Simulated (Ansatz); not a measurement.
# B3LYP/6-311+G(d,p) run of CH7BSi (SMILES CB[SiH3])

Aim: the vertical singlet–triplet gap of CH7BSi at B3LYP/6-311+G**, from 2 runs. 

The results are computed with Ansatz 0.2.0.

65 further runs of the same task are left out: 65 set aside as unsound or not needed.

### 1 The system as given

CH7BSi has 10 atoms, charge 0, and is taken as a singlet. SMILES: `CB[SiH3]`. The coordinates come from a PBE0-D4/def2-TZVP relaxation.

Bond lengths: C1–B2 1.550 Å, B2–Si3 2.018 Å, C1–H4 1.106 Å, C1–H5 1.092 Å, C1–H6 1.091 Å, B2–H7 1.201 Å, Si3–H8 1.491 Å, Si3–H9 1.491 Å, Si3–H10 1.494 Å. Some angles: C1–B2–Si3 124.4°, C1–B2–H7 118.6°, Si3–B2–H7 117.0°, B2–C1–H4 102.7°, B2–C1–H5 114.9°, B2–C1–H6 116.1°, B2–Si3–H8 111.7°, B2–Si3–H9 114.0°, B2–Si3–H10 107.9°, H4–C1–H5 105.3°.

### 2 A single-point energy at B3LYP/6-311+G(d,p)

molecule.yaml reads:

```yaml
crystal:
  periodic: [false, false, false]
  atoms:
    - symbol: C
      position_ang: [-1.087900, 0.975000, -0.576900]
    - symbol: B
      position_ang: [0.112000, 0.000300, -0.689900]
    - symbol: Si
      position_ang: [1.014100, -0.883100, 0.884800]
    - symbol: H
      position_ang: [-1.958400, 0.307500, -0.716200]
    - symbol: H
      position_ang: [-1.157900, 1.712200, -1.380000]
    - symbol: H
      position_ang: [-1.228600, 1.454100, 0.393400]
    - symbol: H
      position_ang: [0.516800, -0.288200, -1.783700]
    - symbol: H
      position_ang: [1.154200, -2.354100, 0.685500]
    - symbol: H
      position_ang: [0.324900, -0.654200, 2.186700]
    - symbol: H
      position_ang: [2.393700, -0.320800, 0.999300]
basis:
  gaussian: {orbitals: 6-311+G_st__st_-spherical.json}
hamiltonian: {xc: {name: B3LYP}}
accuracy: high
output: {orbitals: {seedname: orbitals}}
```

The basis set 6-311+G** is read from a file made from the Basis Set Exchange's data (not shown).

Started as:

```bash
$ ansatz run molecule.yaml --threads 1 --pin off --max-ram 3480MiB --events-out events.jsonl --progress --plain --runs-dir runs
```

The program printed:

```text
Warning: RAYON_NUM_THREADS=1 ignored (pool sized by the plan → 1); use --threads N
Functional definition: B3LYP
  name "B3LYP"
  parameter a0 = 0.2
  parameter ax = 0.72
  parameter ac = 0.81
  exchange = (1 - a0 - ax)*slater_x + ax*b88_x + a0*exact_x
  correlation = (1 - ac)*vwn_rpa_c + ac*lyp_c
2301 factors; integrals over basis functions are off by at most 4.2e-9 eV
mean field evaluation 1: about -9698.7786 eV, gradient 5.4e1 eV
mean field evaluation 2: about -9695.4026 eV, gradient 6.1e1 eV
mean field evaluation 4: about -9705.8977 eV, gradient 1.4e0 eV
mean field evaluation 8: about -9705.8990 eV, gradient 2.0e-2 eV
mean field evaluation 16: about -9705.8990 eV, gradient 3.8e-7 eV
mean field -9705.89900511 eV, -356.6852095432 hartree, gradient 3.3e-8 eV, S^2 0.000000; 0 other end points of the search recorded, 0 dependent functions left out
reference -9705.89905687 eV, -356.6852114455 hartree; 16, 16 occupied and 100, 100 virtual orbitals, 2301 factors
Total energy: -9705.89905687 eV, -356.6852114455 hartree
```

Wall time 9.9 s (1 thread of Arm Neoverse V2, shared host); peak memory 0.38 GiB.

### 3 The triplet

input.yaml reads:

```yaml
crystal:
  periodic: [false, false, false]
  atoms:
    - {symbol: C, position_ang: [-1.087900, 0.975000, -0.576900]}
    - {symbol: B, position_ang: [0.112000, 0.000300, -0.689900]}
    - {symbol: Si, position_ang: [1.014100, -0.883100, 0.884800]}
    - {symbol: H, position_ang: [-1.958400, 0.307500, -0.716200]}
    - {symbol: H, position_ang: [-1.157900, 1.712200, -1.380000]}
    - {symbol: H, position_ang: [-1.228600, 1.454100, 0.393400]}
    - {symbol: H, position_ang: [0.516800, -0.288200, -1.783700]}
    - {symbol: H, position_ang: [1.154200, -2.354100, 0.685500]}
    - {symbol: H, position_ang: [0.324900, -0.654200, 2.186700]}
    - {symbol: H, position_ang: [2.393700, -0.320800, 0.999300]}
basis:
  gaussian: {orbitals: 6-311+G_st__st_-spherical.json}
magnetization: {spin_polarized: true, initial_magnetization: 2}
hamiltonian: {xc: {name: B3LYP}}
accuracy: high
output: {orbitals: {seedname: orbitals}}
```

The basis set 6-311+G** is read from a file made from the Basis Set Exchange's data (not shown).

Started as:

```bash
$ ansatz run input.yaml --threads 1 --pin off --max-ram 3480MiB --events-out events.jsonl --progress --plain --runs-dir runs
```

The program printed, shortened:

```text
Warning: RAYON_NUM_THREADS=1 ignored (pool sized by the plan → 1); use --threads N
[... 7 set-up lines as earlier in the session ...]
2301 factors; integrals over basis functions are off by at most 4.2e-9 eV
mean field evaluation 1: about -9693.9238 eV, gradient 4.0e1 eV
mean field evaluation 2: about -9679.0557 eV, gradient 5.8e1 eV
mean field evaluation 4: about -9701.9717 eV, gradient 3.3e0 eV
mean field evaluation 8: about -9702.1414 eV, gradient 2.6e-1 eV
mean field evaluation 16: about -9702.1421 eV, gradient 2.4e-3 eV
mean field evaluation 32: about -9702.1421 eV, gradient 4.3e-8 eV
mean field -9702.14214119 eV, -356.5471473406 hartree, gradient 4.3e-8 eV, S^2 2.004070; 2 other end points of the search recorded, 0 dependent functions left out
reference -9702.14219378 eV, -356.5471492731 hartree; 17, 15 occupied and 99, 101 virtual orbitals, 2301 factors
Total energy: -9702.14219378 eV, -356.5471492731 hartree
```

Run time: 20 s. Hardware: 1 thread of Arm Neoverse V2, shared host; peak memory 0.51 GiB.

### 4 What came out

Level: B3LYP/6-311+G**.

```
                                        quantity          value
                           singlet: total energy  -356.68521 Eh
                            singlet: HOMO energy       -7.75 eV
                            singlet: LUMO energy       -2.00 eV
                          singlet: HOMO–LUMO gap        5.76 eV
                           triplet: total energy  -356.54715 Eh
     triplet: HOMO energy (highest over α and β)       -4.07 eV
                                   triplet: ⟨S²⟩          2.004
vertical energy of the triplet above the singlet       3.757 eV
```

What this shows: At this shape the triplet lies 3.76 eV (362 kJ/mol) above the singlet.
